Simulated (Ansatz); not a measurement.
A trace of molecular dynamics of C2HAl (4 atoms, charge 0, multiplicity 1).

Method: RKS PBE-D4/def2-SVPD (Ansatz).

```yaml
ensemble: NVE (velocity Verlet)
starting_velocities_drawn_for: 300 K
seed: 11694
```

```json
{"time (fs)": "0.0", "T (K)": "300", "potential energy less start (eV)": "0.000", "conserved less start (meV/atom)": "0.00"}
{"time (fs)": "4.0", "T (K)": "262", "potential energy less start (eV)": "0.010", "conserved less start (meV/atom)": "0.05"}
{"time (fs)": "8.0", "T (K)": "721", "potential energy less start (eV)": "-0.108", "conserved less start (meV/atom)": "0.15"}
{"time (fs)": "12.0", "T (K)": "4740", "potential energy less start (eV)": "-1.143", "conserved less start (meV/atom)": "1.12"}
{"time (fs)": "16.0", "T (K)": "10488", "potential energy less start (eV)": "-2.625", "conserved less start (meV/atom)": "2.27"}
{"time (fs)": "20.0", "T (K)": "7564", "potential energy less start (eV)": "-1.876", "conserved less start (meV/atom)": "0.42"}
{"time (fs)": "24.0", "T (K)": "4683", "potential energy less start (eV)": "-1.132", "conserved less start (meV/atom)": "0.26"}
{"time (fs)": "28.0", "T (K)": "11110", "potential energy less start (eV)": "-2.809", "conserved less start (meV/atom)": "-3.65"}
{"time (fs)": "32.0", "T (K)": "10272", "potential energy less start (eV)": "-2.603", "conserved less start (meV/atom)": "-6.17"}
{"time (fs)": "36.0", "T (K)": "4104", "potential energy less start (eV)": "-0.980", "conserved less start (meV/atom)": "0.94"}
{"time (fs)": "40.0", "T (K)": "10518", "potential energy less start (eV)": "-2.648", "conserved less start (meV/atom)": "-1.48"}
{"time (fs)": "44.0", "T (K)": "9766", "potential energy less start (eV)": "-2.474", "conserved less start (meV/atom)": "-6.61"}
{"time (fs)": "48.0", "T (K)": "7818", "potential energy less start (eV)": "-1.942", "conserved less start (meV/atom)": "0.37"}
{"time (fs)": "52.0", "T (K)": "10324", "potential energy less start (eV)": "-2.589", "conserved less start (meV/atom)": "0.54"}
{"time (fs)": "56.0", "T (K)": "8773", "potential energy less start (eV)": "-2.150", "conserved less start (meV/atom)": "10.08"}
{"time (fs)": "60.0", "T (K)": "8752", "potential energy less start (eV)": "-2.183", "conserved less start (meV/atom)": "0.52"}
{"time (fs)": "64.0", "T (K)": "5214", "potential energy less start (eV)": "-1.269", "conserved less start (meV/atom)": "0.49"}
{"time (fs)": "68.0", "T (K)": "9406", "potential energy less start (eV)": "-2.384", "conserved less start (meV/atom)": "-7.36"}
{"time (fs)": "72.0", "T (K)": "10975", "potential energy less start (eV)": "-2.770", "conserved less start (meV/atom)": "-2.65"}
{"time (fs)": "76.0", "T (K)": "3586", "potential energy less start (eV)": "-0.847", "conserved less start (meV/atom)": "0.66"}
{"time (fs)": "80.0", "T (K)": "10824", "potential energy less start (eV)": "-2.727", "conserved less start (meV/atom)": "-1.52"}
{"time (fs)": "84.0", "T (K)": "11597", "potential energy less start (eV)": "-2.941", "conserved less start (meV/atom)": "-5.07"}
{"time (fs)": "88.0", "T (K)": "5342", "potential energy less start (eV)": "-1.303", "conserved less start (meV/atom)": "0.19"}
{"time (fs)": "92.0", "T (K)": "6741", "potential energy less start (eV)": "-1.664", "conserved less start (meV/atom)": "0.32"}
{"time (fs)": "96.0", "T (K)": "4151", "potential energy less start (eV)": "-0.958", "conserved less start (meV/atom)": "9.38"}
{"time (fs)": "100.0", "T (K)": "5720", "potential energy less start (eV)": "-1.400", "conserved less start (meV/atom)": "0.33"}
```

Task: Can this run be trusted? Judge the integration.

Result: The conserved energy wandered by up to 10.3 meV per atom (net 0.3 meV per atom), which is poor conservation. The system heated up, since it started high on the potential surface and ran downhill. A run of 0.1 ps of so small a system gives no equilibrium averages. The orbitals stay closed-shell, which can raise the energy where a bond breaks towards radicals; this wasn't checked here. The time step was 0.5 fs.

Run time: 10 min on 1 CPU thread of a shared host.
